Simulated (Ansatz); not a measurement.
**FH2NaSi: one structure at several levels**

One table from this session's results is given with a row withheld; the runs are named, their logs left out.

The runs use Ansatz 0.2.0, Gaussian basis; single points in def2-TZVPP.

Correlated methods freeze the cores. The outer core shell of Li, Na, Mg and K is correlated.

### The system as given

5 atoms, charge 0, spin multiplicity 1.

Atoms are counted from 1 here; the program's logs count them from 0.

Bond lengths: F1–Si2 1.626 Å, Si2–Na3 2.646 Å, Si2–H4 1.711 Å, Si2–H5 1.495 Å. Angles: F1–Si2–Na3 89.4°, F1–Si2–H4 97.0°, F1–Si2–H5 97.3°, Na3–Si2–H4 125.4°, Na3–Si2–H5 122.3°, H4–Si2–H5 110.6°.

Geometry (Å):

```mol
FH2NaSi
  3D, bonds by distance, orders not assigned

  5  4  0  0  0  0  0  0  0  0999 V2000
   -0.8332   -0.0552    1.1010 F   0  0
    0.0448    0.1184   -0.2561 Si  0  0
    1.8181   -1.5932    0.7059 Na  0  0
   -1.2027   -0.2651   -1.3629 H   0  0
    0.2356    1.5982   -0.1704 H   0  0
  1  2  8  0
  2  3  8  0
  2  4  8  0
  2  5  8  0
M  END
```

The first run:

Contents of run/in.yaml:

```yaml
crystal:
  periodic: [false, false, false]
  atoms:
    - {symbol: F, position_ang: [-0.833200, -0.055200, 1.101000]}
    - {symbol: Si, position_ang: [0.044800, 0.118400, -0.256100]}
    - {symbol: Na, position_ang: [1.818100, -1.593200, 0.705900]}
    - {symbol: H, position_ang: [-1.202700, -0.265100, -1.362900]}
    - {symbol: H, position_ang: [0.235600, 1.598200, -0.170400]}
basis:
  gaussian: {orbitals: def2-TZVPP}
correlation: {method: ccsd_t}
output: {forces: true}
```

The command line of these runs was not kept.

Steps of the session up to this table: CCSD(T)/def2-TZVPP; PBE0-D4/def2-TZVPP; wB97M-V/def2-TZVPP; r2SCAN-D4/def2-TZVPP; PBE-D4/def2-TZVPP; BLYP-D4/def2-TZVPP; r2SCANh-D4/def2-TZVPP.

One of the session's tables, all rows but one given; the rest of the session is left out.

| method | RMS force component (eV/Å) | angle to CCSD(T) forces (°) | dipole (D) |
| --- | --- | --- | --- |
| CCSD(T) | 0.872 | reference | 8.20 |
| PBE0-D4 | 0.842 | 3.0 | 7.65 |
| wB97M-V | 0.880 | 2.3 | 8.02 |
| r2SCAN-D4 | 0.852 | 2.4 | 7.78 |
| PBE-D4 | 0.866 | 11.1 | 7.02 |
| BLYP-D4 | ? | ? | ? |
| r2SCANh-D4 | 0.850 | 3.5 | 7.90 |

Estimate the missing values for BLYP-D4.

**Answer.** RMS force component (eV/Å): 0.868; angle to CCSD(T) forces (°): 12.8; dipole (D): 6.88. In the column «RMS force component (eV/Å)» it lies between PBE-D4 (0.866) and CCSD(T) (0.872).
